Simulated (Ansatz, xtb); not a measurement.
Bonds broken one at a time in the series Si OH-H. Isolated molecules, 0 K electronic values unless said otherwise. One relaxed conformer stands for each flexible species; it need not be the lowest. Strings in code marks are SMILES.

Quantity: homolytic bond dissociation enthalpy at 298 K (no spin–orbit term), in eV. Thermal and zero-point terms are GFN2-xTB rigid-rotor harmonic values (xtb).

A: O–Si bond of `O[SiH2]O` (H–O–Si–O torsion -66°, O–Si–O–H torsion -66°), giving `O[SiH2]` (H–O–Si–H torsion 52°) and `[OH]`
B: O–Si bond of `O[SiH3]`, giving `[OH]` and `[SiH3]`
C: O–Si bond of `O[Si](O)(O)O`, giving `O[Si](O)O` and `[OH]`

Q: Order them by homolytic bond dissociation enthalpy at 298 K (no spin–orbit term) (lowest first) at the level frozen-core MP2/cc-pVTZ // PBE0-D4/def2-TZVP (Ansatz, an electronic-structure program).

A: B (5.51 eV), A (5.90 eV), C (6.17 eV)
